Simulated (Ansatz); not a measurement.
Corundum Cr₂O₃ was calculated with PBE-D3(BJ) (plane waves, PAW; Ansatz, an electronic-structure program).

Settings: plane-wave cutoff 520 eV, 8×8×8 k mesh, Fermi–Dirac smearing 0.01 eV, spin-polarised with opposed moments, scalar-relativistic PAW data made under PBE.

Response to compression and expansion:

Shape and atoms are relaxed at each volume.

```tsv
V (Å³/atom)	P (GPa)	direct gap at Γ (eV)	smallest gap on the k mesh (eV)	c (Å)
9.166	9.37	1.722	1.543	13.639
9.357	4.47	1.786	1.576	13.691
9.548	0.00	1.826	1.601	13.750
9.739	-4.06	1.841	1.612	13.814
9.930	-7.74	1.836	1.596	13.882
```

The fundamental gap (1.59 eV at the equilibrium volume, with added k points) lies elsewhere than Γ–Γ.

Measured, for comparison: band gap 3.3 ± 0.1 eV (temperature not stated, not corrected to a static lattice, middle of the range; as tabulated in Medasani et al. (2019), arXiv:1904.04625).

Note: without U or exact exchange, gaps and moments of open d shells tend to come out too small; the bulk modulus comes from volumes at which shape and atoms were relaxed.
